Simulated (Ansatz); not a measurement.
SiH2Cl− (SMILES [SiH2-]Cl): the energy, rung by rung

SiH2Cl− has 4 atoms, charge -1, and is taken as a singlet. As SMILES, `[SiH2-]Cl`. The shape is that of a GFN2-xTB optimisation.

```xyz
4

Si   -0.4879    0.4312    0.2539
Cl    1.6721   -0.1225    0.7745
H    -0.9711   -0.9776    0.1654
H    -0.2132    0.6688   -1.1938
```

Quantity: the energy change with the Si1–H4 bond stretched from 1.493 to 3.732 Å, in eV. The values are calculated.

```csv
level,kind,program,value (eV),less FCI/STO-3G
HF/STO-3G (restricted),Hartree–Fock,Ansatz,7.51,+2.82
SVWN5/STO-3G (restricted),LDA,Ansatz,5.29,+0.60
PBE/STO-3G (restricted),GGA,Ansatz,4.96,+0.27
PBE0/STO-3G (restricted),global hybrid,Ansatz,5.80,+1.11
HSE06/STO-3G (restricted),range-separated hybrid,Ansatz,5.75,+1.06
B2PLYP/STO-3G (restricted),double hybrid,Ansatz,5.28,+0.59
MP2/STO-3G (restricted),perturbation theory,Ansatz,6.04,+1.35
CCSD(T)/STO-3G (restricted),coupled cluster or CI,Ansatz,4.07,-0.62
FCI/STO-3G,exact in the basis,Ansatz,4.69,0.00
```

FCI/STO-3G is exact within its basis and frozen core, so for wave-function methods in that basis the difference is their error; functionals converge differently with the basis, so for them it is only a difference. Spin-restricted single references rise too steeply as a bond breaks, Hartree–Fock most of all. Perturbation and coupled-cluster corrections on them can overshoot downwards. Sets without diffuse functions describe the anion poorly. The first shape isn't each level's own minimum. The values span 4.07 to 7.51 eV. All rows use very small basis sets, so even the best lies far from the true value.
